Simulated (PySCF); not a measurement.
Cyclobutadiene, C4H4.
Z-matrix (Å and degrees, PBE0-D3(BJ)/def2-TZVP geometry), rows numbered from 1:
```
C 
C   1  1.3281
C   2  1.5665  1   90.00
C   3  1.3281  2   89.99  1     0.02
H   1  1.0810  2  135.02  3  -179.88
H   2  1.0810  1  135.05  3   179.97
H   3  1.0810  2  135.00  1   180.00
H   4  1.0810  1  134.95  2   179.96
```

Method used: PBE0-D3(BJ)/def2-TZVP geometry optimisation, gas phase in PySCF.

Masses are those of the commonest isotopes; rigid-rotor values at the optimised geometry. 

**Question.** What are A, B and C (MHz)?

**Answer.** Ia = 29.40, Ib = 39.09, Ic = 68.49 u·Å²; 505379 MHz·u·Å²/I gives A = 17191, B = 12928, C = 7379 MHz.

**Question.** Classify the top.

**Answer.** An asymmetric top: κ = (2 × 12928 − 17191 − 7379)/(17191 − 7379) = 0.13.

**Question.** Is it planar, by Δ = Ic − Ia − Ib?

**Answer.** Planar: Δ = Ic − Ia − Ib = 0.00 u·Å². For a rigid frame Δ = −2 Σ m c², so it vanishes when all atoms lie in the ab plane; here none is more than 0.01 Å from it.

The point group D2h allows no dipole (computed: 0.00 D), so a rigid rotor has no electric-dipole lines.

PBE0-D3(BJ)/def2-TZVP frequencies: not computed here. These are rigid-rotor constants of the computed structure; measured ground-state constants (B0) also hold zero-point vibration.
